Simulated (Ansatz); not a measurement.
**PH− (doublet): r2SCAN0, wB97M-V over a scan of the distance P1–H2, 6-31++G****

How well do these functionals follow the top wave-function level for PH− (doublet) over a scan of the distance P1–H2?

Computed with Ansatz 0.2.0, Gaussian basis. Level: 6-31++G**, all electrons in the functionals.

To be run: r2SCAN0, wB97M-V, at 1.161 Å; 1.305 Å; 1.443 Å; 1.589 Å; 1.776 Å; 2.038 Å; 2.339 Å; 2.687 Å; 3.109 Å; 3.854 Å; 4.962 Å.

20 further runs of the same task are left out: 1 for a known fault of the program, 16 that didn't finish, 3 set aside as unsound or not needed.

## Step 1: The geometry

The geometry derives from a PBE0/def2-TZVPD stationary point (not a proven minimum). One bond is set to the value named and the two fragments are kept rigid.

2 atoms, charge -1, spin multiplicity 2.

Atoms are counted from 1 here; the program's logs count them from 0.

Bond lengths: P1–H2 1.443 Å.

No dispersion term is added; wB97M-V holds VV10 nonlocal correlation.

The geometry shown and the zero of energy belong to the point 1.443 Å. The yardstick, FCI, and other wave-function levels (R restricted, U unrestricted, valence and pair active spaces) come from earlier runs.

## Step 2: r2SCAN0, 1.161 Å

in.yaml reads:

```yaml
crystal:
  periodic: [false, false, false]
  atoms:
    - {symbol: P, position_ang: [0.000000, 0.000000, 0.000000]}
    - {symbol: H, position_ang: [0.000000, 0.000000, 1.161000]}
basis:
  gaussian: {orbitals: "6-31++G**"}
total_charge: -1
magnetization: {spin_polarized: true, initial_magnetization: 1}
hamiltonian: {xc: {name: r2SCAN0}}
```

The run is started by

```sh
> ansatz run in.yaml --threads 1 --pin off --events-out ev --progress --plain --max-ram 2393MiB
```

Further steps of the session: r2SCAN0, 1.305 Å; r2SCAN0, 1.443 Å; r2SCAN0, 1.589 Å; r2SCAN0, 1.776 Å; r2SCAN0, 2.038 Å; r2SCAN0, 2.339 Å; r2SCAN0, 2.687 Å; r2SCAN0, 3.109 Å; r2SCAN0, 3.854 Å; r2SCAN0, 4.962 Å; wB97M-V, 1.161 Å; wB97M-V, 1.305 Å; wB97M-V, 1.443 Å; wB97M-V, 1.589 Å; wB97M-V, 1.776 Å; wB97M-V, 2.038 Å; wB97M-V, 2.339 Å; wB97M-V, 2.687 Å; wB97M-V, 3.109 Å; wB97M-V, 3.854 Å; wB97M-V, 4.962 Å.

Before running them: what should the planned runs give, taken together? Wanted: span of the FCI curve; largest miss, r2SCAN0; largest miss, wB97M-V.

**Answer**, as computed:

| quantity | value |
| --- | --- |
| span of the FCI curve | 301.3 kJ/mol |
| largest miss, r2SCAN0 | +23.6 kJ/mol (2.339 Å) |
| largest miss, wB97M-V | +28.8 kJ/mol (3.109 Å) |

**Reading.** Of the functionals, r2SCAN0 keep the smallest largest miss at the points compared (at most 23.6 kJ/mol) and wB97M-V strays most (28.8 kJ/mol, at 3.109 Å). r2SCAN0, wB97M-V clearly break the spin symmetry at some points (⟨S²⟩ up to 1.04 above the pure value), so energy there is bought with a mixed spin. Functionals and the yardstick converge differently with the basis, so part of each miss in 6-31++G** is the basis.
